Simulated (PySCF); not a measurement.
# CH₆O₂: field gradients at the nuclei

How much do the quadrupole couplings of CH₆O₂ depend on the level of theory? Each job file holds the settings and the coordinates that a driver script hands to the program.

Computed with PySCF 2.14.0, density-fitted response routines (the levels named in each step, unless a step's input says otherwise).

## (1) Starting point

Bond lengths: C1–O2 1.412 Å, C1–H4 1.094 Å, C1–H5 1.094 Å, C1–H6 1.088 Å, O2–H7 0.963 Å, O3–H8 0.968 Å, O3–H9 0.958 Å. Angles: C1–O2–H7 109.0°, O2–C1–H4 111.3°, O2–C1–H5 111.4°, O2–C1–H6 106.4°, H4–C1–H5 109.4°, H4–C1–H6 109.2°, H5–C1–H6 109.1°, H8–O3–H9 106.2°.

As a file:

```xyz
9

C     0.3391    1.5811   -0.3062
O    -0.1317    0.6565    0.6515
O    -0.1602   -2.0044   -0.3773
H     0.4957    2.5679    0.1386
H     1.2700    1.2387   -0.7671
H    -0.4321    1.6520   -1.0710
H     0.5241    0.5686    1.3519
H    -0.2331   -1.0848   -0.0825
H    -1.0322   -2.3881   -0.2746
```

## (2) Geometry, PBE0-D3(BJ)/def2-TZVP

job.txt

```
{"job": {"xc": "PBE0", "basis": "def2-TZVP", "d3": "d3bj", "grid": 2, "kind": "geom"}, "charge": 0, "multiplicity": 1}
C      0.339110     1.581070    -0.306210
O     -0.131710     0.656540     0.651530
O     -0.160190    -2.004350    -0.377260
H      0.495690     2.567930     0.138570
H      1.270000     1.238650    -0.767130
H     -0.432100     1.651960    -1.070980
H      0.524090     0.568590     1.351900
H     -0.233060    -1.084830    -0.082550
H     -1.032170    -2.388150    -0.274620
```

What it wrote:

```text
step   0  E = -192.02658462  max force = 0.005064
step   1  E = -192.02673382  max force = 0.000714
step   2  E = -192.02675167  max force = 0.000272
step   3  E = -192.02676589  max force = 0.000460
step   4  E = -192.02678115  max force = 0.000380
step   5  E = -192.02680327  max force = 0.000485
step   6  E = -192.02683183  max force = 0.000512
step   7  E = -192.02685858  max force = 0.000723
step   8  E = -192.02687434  max force = 0.000473
step   9  E = -192.02687974  max force = 0.000150
optimisation converged
```

Run time: 72 s. Hardware: 4 threads of Intel Xeon at 2.50GHz (Skylake/Cascade Lake), shared host; peak memory 0.53 GiB.

It ended at:

```xyz
9

C     0.3247    1.4776   -0.3076
O    -0.1161    0.6677    0.7691
O    -0.1453   -1.9138   -0.4202
H     0.4604    2.5190    0.0011
H     1.2555    1.1033   -0.7452
H    -0.4521    1.4393   -1.0702
H     0.5518    0.6796    1.4587
H    -0.2367   -1.0757    0.0588
H    -1.0230   -2.2987   -0.4271
```

## (3) Field gradients, PBE0/pcJ-2

job.txt

```
{"job": {"kind": "efgt", "xc": "PBE0", "basis": "pcJ-2"}, "charge": 0, "multiplicity": 1}
C      0.324669     1.477594    -0.307597
O     -0.116061     0.667732     0.769079
O     -0.145345    -1.913783    -0.420201
H      0.460400     2.518987     0.001100
H      1.255533     1.103344    -0.745157
H     -0.452074     1.439292    -1.070218
H      0.551778     0.679617     1.458676
H     -0.236651    -1.075746     0.058754
H     -1.023006    -2.298714    -0.427085
```

What it wrote:

```text
coarse grid: 6984 points
cycle   1  E = -191.9184593955  dE =  5.864e-02  |g| = 8.580e-01  |ddm| = 1.552e+00
cycle   2  E = -191.7742088385  dE =  1.443e-01  |g| = 1.256e+00  |ddm| = 1.009e+00
cycle   3  E = -192.0469452662  dE = -2.727e-01  |g| = 5.117e-02  |ddm| = 6.270e-01
cycle   4  E = -192.0473505300  dE = -4.053e-04  |g| = 1.854e-02  |ddm| = 2.692e-02
cycle   5  E = -192.0474186035  dE = -6.807e-05  |g| = 6.051e-03  |ddm| = 1.093e-02
cycle   6  E = -192.0474261444  dE = -7.541e-06  |g| = 6.938e-04  |ddm| = 2.717e-03
final grid: 101136 points
cycle   7  E = -192.0370103869  dE = -1.370e-04  |g| = 8.396e-03  |ddm| = 3.421e-02
cycle   8  E = -192.0370010504  dE =  9.336e-06  |g| = 1.098e-02  |ddm| = 7.152e-03
cycle   9  E = -192.0370221040  dE = -2.105e-05  |g| = 1.063e-03  |ddm| = 4.322e-03
cycle  10  E = -192.0370222619  dE = -1.579e-07  |g| = 4.726e-04  |ddm| = 6.965e-04
cycle  11  E = -192.0370223079  dE = -4.604e-08  |g| = 5.882e-05  |ddm| = 2.311e-04
cycle  12  E = -192.0370223084  dE = -4.394e-10  |g| = 2.695e-05  |ddm| = 3.419e-05
converged SCF energy = -192.0370223084

Field-gradient tensors (au): xx yy zz xy xz yz
  0 C    -0.16169    0.00724    0.15445    0.09452   -0.14231   -0.26105
  1 O    -0.29321   -0.80221    1.09542    0.61279    0.62627   -1.17460
  2 O     0.56345    0.48999   -1.05344    0.79192   -0.06930    0.96396
  3 H    -0.14006    0.23348   -0.09342    0.05188    0.01064    0.10889
  4 H     0.15793   -0.08710   -0.07083   -0.12202   -0.14051    0.04434
  5 H     0.07297   -0.14222    0.06925    0.01733    0.20823    0.00038
  6 H     0.09828   -0.23281    0.13453    0.02424    0.33765   -0.01684
  7 H    -0.16772    0.23987   -0.07214   -0.03347   -0.03124    0.26133
  8 H     0.35172   -0.10243   -0.24929    0.26468    0.00202    0.02658
```

Wall time 22 s (4 threads of Intel Xeon at 2.50GHz (Skylake/Cascade Lake), shared host); peak memory 1 GiB.

## (4) Field gradients, PBE/def2-TZVPP

job.txt: that of step 3 with these lines changed.

```diff
@@ -1,2 +1,2 @@
-{"job": {"kind": "efgt", "xc": "PBE0", "basis": "pcJ-2"}, "charge": 0, "multiplicity": 1}
+{"job": {"kind": "efgt", "xc": "PBE", "basis": "def2-TZVPP"}, "charge": 0, "multiplicity": 1}
 C      0.324669     1.477594    -0.307597
```

What it wrote:

```text
coarse grid: 6984 points
cycle   1  E = -191.8378542286  dE =  1.444e-01  |g| = 1.024e+00  |ddm| = 1.874e+00
cycle   2  E = -191.2873091401  dE =  5.505e-01  |g| = 1.984e+00  |ddm| = 2.109e+00
cycle   3  E = -192.0237247013  dE = -7.364e-01  |g| = 1.046e-01  |ddm| = 1.657e+00
cycle   4  E = -192.0250344818  dE = -1.310e-03  |g| = 7.059e-02  |ddm| = 9.027e-02
cycle   5  E = -192.0261380637  dE = -1.104e-03  |g| = 1.508e-02  |ddm| = 4.229e-02
cycle   6  E = -192.0261726357  dE = -3.457e-05  |g| = 6.056e-03  |ddm| = 9.176e-03
cycle   7  E = -192.0261786397  dE = -6.004e-06  |g| = 1.432e-03  |ddm| = 4.027e-03
final grid: 101136 points
cycle   8  E = -192.0215889915  dE = -8.562e-05  |g| = 1.239e-02  |ddm| = 5.929e-02
cycle   9  E = -192.0215317632  dE =  5.723e-05  |g| = 2.127e-02  |ddm| = 1.586e-02
cycle  10  E = -192.0216168445  dE = -8.508e-05  |g| = 2.095e-03  |ddm| = 1.055e-02
cycle  11  E = -192.0216175968  dE = -7.523e-07  |g| = 6.037e-04  |ddm| = 1.569e-03
cycle  12  E = -192.0216176706  dE = -7.381e-08  |g| = 1.551e-04  |ddm| = 4.146e-04
cycle  13  E = -192.0216176743  dE = -3.706e-09  |g| = 4.683e-05  |ddm| = 9.675e-05
cycle  14  E = -192.0216176747  dE = -3.762e-10  |g| = 5.259e-06  |ddm| = 3.009e-05
converged SCF energy = -192.0216176747

Field-gradient tensors (au): xx yy zz xy xz yz
  0 C    -0.15987    0.00774    0.15213    0.09260   -0.14058   -0.25856
  1 O    -0.29210   -0.77763    1.06973    0.62130    0.62242   -1.15302
  2 O     0.57764    0.48179   -1.05943    0.79273   -0.07852    0.96869
  3 H    -0.14230    0.23821   -0.09590    0.05287    0.01075    0.11094
  4 H     0.16114   -0.08898   -0.07216   -0.12385   -0.14370    0.04565
  5 H     0.07436   -0.14501    0.07065    0.01746    0.21227    0.00057
  6 H     0.10125   -0.24140    0.14015    0.02349    0.35094   -0.01668
  7 H    -0.17729    0.25188   -0.07460   -0.03601   -0.03241    0.27358
  8 H     0.36504   -0.10696   -0.25808    0.27503    0.00261    0.02639
```

Run time: 14 s. Hardware: 4 threads of Intel Xeon at 2.50GHz (Skylake/Cascade Lake), shared host; peak memory 1 GiB.

## (5) Field gradients, B3LYP/def2-TZVPP

job.txt: that of step 4 with these lines changed.

```diff
@@ -1,2 +1,2 @@
-{"job": {"kind": "efgt", "xc": "PBE", "basis": "def2-TZVPP"}, "charge": 0, "multiplicity": 1}
+{"job": {"kind": "efgt", "xc": "B3LYP", "basis": "def2-TZVPP"}, "charge": 0, "multiplicity": 1}
 C      0.324669     1.477594    -0.307597
```

What it wrote:

```text
coarse grid: 6984 points
cycle   1  E = -192.1014183976  dE =  9.305e-02  |g| = 9.414e-01  |ddm| = 1.849e+00
cycle   2  E = -191.8702580142  dE =  2.312e-01  |g| = 1.480e+00  |ddm| = 1.377e+00
cycle   3  E = -192.2556437091  dE = -3.854e-01  |g| = 5.944e-02  |ddm| = 9.169e-01
cycle   4  E = -192.2561847944  dE = -5.411e-04  |g| = 2.848e-02  |ddm| = 4.148e-02
cycle   5  E = -192.2563508945  dE = -1.661e-04  |g| = 8.746e-03  |ddm| = 1.776e-02
cycle   6  E = -192.2563635658  dE = -1.267e-05  |g| = 2.475e-03  |ddm| = 4.540e-03
cycle   7  E = -192.2563645788  dE = -1.013e-06  |g| = 6.121e-04  |ddm| = 1.620e-03
final grid: 101136 points
cycle   8  E = -192.2536993119  dE = -6.372e-05  |g| = 4.607e-03  |ddm| = 4.572e-02
cycle   9  E = -192.2536974655  dE =  1.846e-06  |g| = 5.405e-03  |ddm| = 5.167e-03
cycle  10  E = -192.2537037364  dE = -6.271e-06  |g| = 5.779e-04  |ddm| = 2.863e-03
cycle  11  E = -192.2537037680  dE = -3.159e-08  |g| = 3.668e-04  |ddm| = 4.791e-04
cycle  12  E = -192.2537037917  dE = -2.377e-08  |g| = 3.260e-05  |ddm| = 2.028e-04
cycle  13  E = -192.2537037919  dE = -1.539e-10  |g| = 1.214e-05  |ddm| = 2.198e-05
converged SCF energy = -192.2537037919

Field-gradient tensors (au): xx yy zz xy xz yz
  0 C    -0.16709    0.00820    0.15889    0.09578   -0.14656   -0.26936
  1 O    -0.29041   -0.81136    1.10177    0.62749    0.64901   -1.17873
  2 O     0.59085    0.49418   -1.08503    0.81699   -0.07678    0.99052
  3 H    -0.14009    0.23394   -0.09386    0.05208    0.01055    0.10904
  4 H     0.15833   -0.08734   -0.07099   -0.12179   -0.14103    0.04442
  5 H     0.07300   -0.14246    0.06946    0.01719    0.20859    0.00039
  6 H     0.10022   -0.23842    0.13820    0.02384    0.34610   -0.01689
  7 H    -0.17367    0.24757   -0.07390   -0.03493   -0.03194    0.26886
  8 H     0.36048   -0.10545   -0.25503    0.27141    0.00239    0.02643
```

Run time: 13 s. Hardware: 4 threads of Intel Xeon at 2.50GHz (Skylake/Cascade Lake), shared host; peak memory 1 GiB.

## (6) Field gradients, CAM-B3LYP/def2-TZVPP

job.txt: that of step 5 with these lines changed.

```diff
@@ -1,2 +1,2 @@
-{"job": {"kind": "efgt", "xc": "B3LYP", "basis": "def2-TZVPP"}, "charge": 0, "multiplicity": 1}
+{"job": {"kind": "efgt", "xc": "CAM-B3LYP", "basis": "def2-TZVPP"}, "charge": 0, "multiplicity": 1}
 C      0.324669     1.477594    -0.307597
```

What it wrote:

```text
coarse grid: 6984 points
cycle   1  E = -192.0464407469  dE =  4.131e-02  |g| = 8.598e-01  |ddm| = 1.831e+00
cycle   2  E = -191.9897417165  dE =  5.670e-02  |g| = 1.066e+00  |ddm| = 9.560e-01
cycle   3  E = -192.1748698672  dE = -1.851e-01  |g| = 3.925e-02  |ddm| = 5.204e-01
cycle   4  E = -192.1751135688  dE = -2.437e-04  |g| = 1.060e-02  |ddm| = 2.201e-02
cycle   5  E = -192.1751282203  dE = -1.465e-05  |g| = 6.981e-03  |ddm| = 8.727e-03
cycle   6  E = -192.1751361952  dE = -7.975e-06  |g| = 1.060e-03  |ddm| = 3.350e-03
final grid: 101136 points
cycle   7  E = -192.1730944141  dE = -4.944e-05  |g| = 3.996e-03  |ddm| = 3.842e-02
cycle   8  E = -192.1730940718  dE =  3.423e-07  |g| = 4.353e-03  |ddm| = 4.248e-03
cycle   9  E = -192.1730971994  dE = -3.128e-06  |g| = 4.767e-04  |ddm| = 1.947e-03
cycle  10  E = -192.1730972312  dE = -3.174e-08  |g| = 2.268e-04  |ddm| = 3.902e-04
cycle  11  E = -192.1730972419  dE = -1.070e-08  |g| = 2.767e-05  |ddm| = 1.465e-04
cycle  12  E = -192.1730972420  dE = -1.507e-10  |g| = 1.441e-05  |ddm| = 2.903e-05
converged SCF energy = -192.1730972420

Field-gradient tensors (au): xx yy zz xy xz yz
  0 C    -0.16928    0.00820    0.16108    0.09650   -0.14795   -0.27236
  1 O    -0.29608   -0.80761    1.10369    0.61878    0.64074   -1.17854
  2 O     0.57882    0.49368   -1.07251    0.81449   -0.07061    0.97889
  3 H    -0.14089    0.23508   -0.09420    0.05229    0.01054    0.10955
  4 H     0.15905   -0.08773   -0.07132   -0.12247   -0.14173    0.04454
  5 H     0.07340   -0.14313    0.06973    0.01727    0.20959    0.00042
  6 H     0.10051   -0.23904    0.13853    0.02392    0.34702   -0.01678
  7 H    -0.17426    0.24800   -0.07374   -0.03510   -0.03191    0.26935
  8 H     0.36149   -0.10596   -0.25554    0.27207    0.00243    0.02620
```

Wall time 14 s (4 threads of Intel Xeon at 2.50GHz (Skylake/Cascade Lake), shared host); peak memory 1 GiB.

## (7) Field gradients, HF/def2-TZVPP

job.txt: that of step 6 with these lines changed.

```diff
@@ -1,2 +1,2 @@
-{"job": {"kind": "efgt", "xc": "CAM-B3LYP", "basis": "def2-TZVPP"}, "charge": 0, "multiplicity": 1}
+{"job": {"kind": "efgt", "xc": "HF", "basis": "def2-TZVPP"}, "charge": 0, "multiplicity": 1}
 C      0.324669     1.477594    -0.307597
```

What it wrote:

```text
final grid: 101136 points
cycle   1  E = -191.0844150591  dE = -5.633e-02  |g| = 6.245e-01  |ddm| = 1.776e+00
cycle   2  E = -191.1434302839  dE = -5.902e-02  |g| = 3.457e-01  |ddm| = 4.830e-01
cycle   3  E = -191.1624461122  dE = -1.902e-02  |g| = 4.560e-02  |ddm| = 1.598e-01
cycle   4  E = -191.1629806410  dE = -5.345e-04  |g| = 9.811e-03  |ddm| = 3.774e-02
cycle   5  E = -191.1630155154  dE = -3.487e-05  |g| = 2.815e-03  |ddm| = 1.147e-02
cycle   6  E = -191.1630184215  dE = -2.906e-06  |g| = 9.965e-04  |ddm| = 2.965e-03
cycle   7  E = -191.1630188088  dE = -3.873e-07  |g| = 3.043e-04  |ddm| = 1.219e-03
cycle   8  E = -191.1630188426  dE = -3.385e-08  |g| = 1.024e-04  |ddm| = 3.379e-04
cycle   9  E = -191.1630188464  dE = -3.826e-09  |g| = 1.521e-05  |ddm| = 1.224e-04
cycle  10  E = -191.1630188466  dE = -1.295e-10  |g| = 3.516e-06  |ddm| = 2.636e-05
converged SCF energy = -191.1630188466

Field-gradient tensors (au): xx yy zz xy xz yz
  0 C    -0.16485    0.00798    0.15687    0.09103   -0.14134   -0.26197
  1 O    -0.28300   -0.87422    1.15722    0.62442    0.68716   -1.22171
  2 O     0.59875    0.52067   -1.11942    0.85440   -0.06882    1.02434
  3 H    -0.14460    0.24110   -0.09650    0.05387    0.01085    0.11202
  4 H     0.16305   -0.09000   -0.07306   -0.12544   -0.14523    0.04534
  5 H     0.07489   -0.14651    0.07162    0.01757    0.21468    0.00029
  6 H     0.10130   -0.23829    0.13699    0.02552    0.34475   -0.01720
  7 H    -0.16994    0.24378   -0.07384   -0.03485   -0.03254    0.26593
  8 H     0.36103   -0.10571   -0.25532    0.27010    0.00133    0.02711
```

It took 2.4 s on 4 threads of Intel Xeon at 2.50GHz (Skylake/Cascade Lake), shared host; peak memory 1 GiB.

## (8) Comparison

Largest principal value Vzz, in atomic units:

| atom | PBE0/pcJ-2 | PBE/def2-TZVPP | B3LYP/def2-TZVPP | CAM-B3LYP/def2-TZVPP | HF/def2-TZVPP |
| --- | --- | --- | --- | --- | --- |
| C1 | 0.4035 | 0.3989 | 0.4156 | 0.4202 | 0.4042 |
| O2 | -1.8158 | -1.7964 | -1.8422 | -1.8311 | -1.9091 |
| O3 | -1.5995 | -1.6124 | -1.6496 | -1.6290 | -1.7005 |
| H4 | 0.2732 | 0.2785 | 0.2737 | 0.2750 | 0.2819 |
| H5 | 0.2714 | 0.2769 | 0.2719 | 0.2732 | 0.2799 |
| H6 | 0.2797 | 0.2852 | 0.2802 | 0.2815 | 0.2883 |
| H7 | 0.4546 | 0.4722 | 0.4659 | 0.4671 | 0.4644 |
| H8 | 0.3918 | 0.4110 | 0.4038 | 0.4046 | 0.3985 |
| H9 | 0.4736 | 0.4917 | 0.4854 | 0.4867 | 0.4848 |
| CPU time | 44 s | 37 s | 29 s | 31 s | 8.5 s |

Couplings eQVzz/h in MHz (234.9647 × Q in barn × Vzz), with Q = -0.02558 (17O), 0.00285783 (2H):

| nucleus | PBE0/pcJ-2 | PBE/def2-TZVPP | B3LYP/def2-TZVPP | CAM-B3LYP/def2-TZVPP | HF/def2-TZVPP |
| --- | --- | --- | --- | --- | --- |
| 17O (atom 2) | 10.914 | 10.797 | 11.073 | 11.005 | 11.474 |
| 17O (atom 3) | 9.614 | 9.691 | 9.915 | 9.791 | 10.221 |
| 2H (atom 4) | 0.183 | 0.187 | 0.184 | 0.185 | 0.189 |
| 2H (atom 5) | 0.182 | 0.186 | 0.183 | 0.183 | 0.188 |
| 2H (atom 6) | 0.188 | 0.191 | 0.188 | 0.189 | 0.194 |
| 2H (atom 7) | 0.305 | 0.317 | 0.313 | 0.314 | 0.312 |
| 2H (atom 8) | 0.263 | 0.276 | 0.271 | 0.272 | 0.268 |
| 2H (atom 9) | 0.318 | 0.330 | 0.326 | 0.327 | 0.326 |

## (9) Summary of results

```
                            quantity       value
coupling of 17O (atom 2), PBE0/pcJ-2  10.914 MHz
coupling of 17O (atom 3), PBE0/pcJ-2   9.614 MHz
 coupling of 2H (atom 4), PBE0/pcJ-2   0.183 MHz
 coupling of 2H (atom 5), PBE0/pcJ-2   0.182 MHz
 coupling of 2H (atom 6), PBE0/pcJ-2   0.188 MHz
```

What this shows: The largest coupling, that of 17O, runs from 10.797 (PBE/def2-TZVPP) to 11.474 MHz (HF/def2-TZVPP). The gradients are non-relativistic, at the equilibrium geometry and in principal axes; measured couplings hold vibrational averaging and refer to the inertial axes. The def2 sets are stiff near the nuclei, which limits their accuracy.
